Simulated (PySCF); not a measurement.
Boron: a sound run and one with changed settings

Sound run: B [He] 2s2 2p1, B⁺ [He] 2s2. Computed with PySCF 2.14 in 6-31G*, with no relativity, point nucleus. In the sound run the correlated levels freeze 1s2. The sound run starts from symmetry-adapted Hartree-Fock orbitals and uses a fine grid where one is needed.

Changed run: a valence shell is frozen. This setting is unsound on purpose.

Ionisation energy of B:

```json
{"method": "UHF", "sound run (eV)": "7.835", "changed run (eV)": "7.835"}
{"method": "MP2", "sound run (eV)": "7.909", "changed run (eV)": "7.835"}
{"method": "SCS-MP2", "sound run (eV)": "7.870", "changed run (eV)": "7.835"}
{"method": "CCSD", "sound run (eV)": "7.770", "changed run (eV)": "7.835"}
{"method": "CCSD(T)", "sound run (eV)": "7.791", "changed run (eV)": "7.835"}
{"method": "CCSDT", "sound run (eV)": "n/a", "changed run (eV)": "7.835"}
{"method": "FCI", "sound run (eV)": "n/a", "changed run (eV)": "7.835"}
```

Freezing a valence shell removes pair correlation that changes on ionisation.

For comparison, NIST gives 8.298 eV between the lowest levels.
